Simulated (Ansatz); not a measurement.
A geometry relaxed with r2SCAN-D4/def2-TZVP (Ansatz, a quantum-chemistry and plane-wave program), charge 0, multiplicity 2:

```xyz
4

H     -0.2309     1.0548     0.0033
H      1.0290    -0.3274    -0.0028
H     -0.7981    -0.7274    -0.0005
C      0.0000     0.0000     0.0000
```

Task: Write the SMILES of this molecule.

Result: `[CH3]`
